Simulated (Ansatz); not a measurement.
Input file:

```yaml
crystal:
  periodic: [false, false, false]
  atoms:
    - {symbol: S, position_ang: [-0.000005, -0.373242, 1.669500]}
    - {symbol: Al, position_ang: [0.000013, -0.307465, -0.528629]}
    - {symbol: Si, position_ang: [-0.000005, -0.291203, -2.875005]}
    - {symbol: H, position_ang: [-0.000003, 0.971910, 1.734134]}
basis:
  gaussian: {orbitals: cc-pVDZ}
magnetization: {spin_polarized: true, initial_magnetization: 4}
hamiltonian: {xc: {name: r2SCAN}}
output: {forces: true}
```

```sh
$ ansatz run in.yaml --threads 1 --pin off --events-out ev --progress --plain --max-ram 2393MiB
```

The program prints:

```
605 factors; integrals over basis functions are off by at most 8.2e-4 eV
mean field evaluation 1: about -25318.7597 eV, gradient 1.2e1 eV
mean field evaluation 2: about -25315.8674 eV, gradient 2.2e1 eV
mean field evaluation 4: about -25319.7388 eV, gradient 1.5e0 eV
mean field evaluation 8: about -25319.7648 eV, gradient 2.8e-1 eV
mean field evaluation 16: about -25319.7670 eV, gradient 1.2e-3 eV
mean field evaluation 32: about -25314.0466 eV, gradient 1.6e1 eV
mean field -25319.76700492 eV, -930.4842750763 hartree, gradient 8.3e-6 eV, S^2 6.005671; 6 other end points of the search recorded, 0 dependent functions left out
the calculation of the forces begins
reference -25319.76701745 eV, -930.4842755366 hartree; 24, 20 occupied and 35, 39 virtual orbitals, 605 factors
Total energy: -25319.76701745 eV, -930.4842755366 hartree
Atom 0 at    -0.000005    -0.373242     1.669500 Å, force    -0.000131    -1.220229     1.624096 eV/Å
Atom 1 at     0.000013    -0.307465    -0.528629 Å, force     0.000216     1.709135     0.060740 eV/Å
Atom 2 at    -0.000005    -0.291203    -2.875005 Å, force    -0.000104    -0.716621    -1.406738 eV/Å
Atom 3 at    -0.000003     0.971910     1.734134 Å, force     0.000019     0.227715    -0.278097 eV/Å
Dipole moment:    -0.000023    -0.030395    -0.183042 e Å
```

Forces (eV/Å):
```
S    0.000 -1.220  1.624
Al   0.000  1.709  0.061
Si   0.000 -0.717 -1.407
H    0.000  0.228 -0.278
```

Ran on 1 thread of Arm Neoverse V1, shared host: 20 s wall, 0.27 GiB peak host memory.
